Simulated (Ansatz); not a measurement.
Cd (model structure, started from the beta-W type, Pm-3n, No. 223, 8 atoms in the cell)

These are PBEsol in Ansatz (plane waves, PAW) values and carry that method's errors.

Settings: plane-wave cutoff 500 eV, 14×14×14 k mesh, Fermi–Dirac smearing 0.1 eV, scalar-relativistic PAW data made under PBE.

Cell (relaxed at this level):

```
CELL_PARAMETERS angstrom
      5.54023     0.00000     0.00000
      0.00000     5.54023     0.00000
      0.00000     0.00000     5.54023
ATOMIC_POSITIONS crystal
  Cd 0.25000 0.00000 0.50000
  Cd 0.75000 0.00000 0.50000
  Cd 0.00000 0.50000 0.25000
  Cd 0.00000 0.50000 0.75000
  Cd 0.50000 0.25000 0.00000
  Cd 0.50000 0.75000 0.00000
  Cd 0.00000 0.00000 0.00000
  Cd 0.50000 0.50000 0.50000
```

For Cd (model structure, started from the beta-W type, Pm-3n, No. 223, 8 atoms in the cell), the band gap is zero (no gap).

Note: the relaxation could raise the start's symmetry but not lower it, so the cell can be a saddle point.

Spin–orbit coupling is not included.

The computed numbers hold no vibrational or temperature effects.

A model structure was made by putting elements into a prototype or built by hand; it is no filed structure, need not be a known phase, and can be a saddle point held by its symmetry.

Ansatz is a first-principles code.
